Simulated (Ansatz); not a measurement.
A made-up structure of SiNH2S, doublet:

```xyz
5
angstrom
N -1.4893 0.0219 1.1143
Si -0.4768 -0.3723 -0.1095
S 1.4163 0.4628 -0.4665
H 2.5718 0.1438 -1.1088
H 1.3299 1.2785 0.6009
```

It is relaxed with PBE-D4/def2-SVP and then PBE0-D4/def2-TZVP (Ansatz 0.2.0). Atoms count as bonded within 1.22 times the sum of their covalent radii (H–H: 0.88 Å). The end point is not checked to be a true minimum.

Task: Does its bonding change? (A judgement: the text doesn't fix the answer.)

Result: Computed: Yes. Formed: N1–H5; broken: S3–H5.

Where it ends: The first stage lowers the energy by 4.41 eV in 31 steps. It ends as SiNH₂S ([NH][Si][SH]):
```xyz
5
angstrom
N 0.1973 0.5435 1.0808
Si -0.2166 0.0406 -0.3802
S 1.4167 -0.0858 -1.7555
H 2.2990 0.3388 -0.8315
H -0.3445 0.6976 1.9167
```

Labels in which every atom is bracketed show which atoms are joined, not bond orders.

For scale, one of the runs: PBE0-D4/def2-TZVP relaxation, 117 basis functions, launched by `ansatz run in.yaml --threads 2 --pin off --events-out ev --progress --plain --max-ram 4352MiB`. Hardware: 2 CPU threads of an Arm Neoverse V1, shared host. Wall time about 31 s.
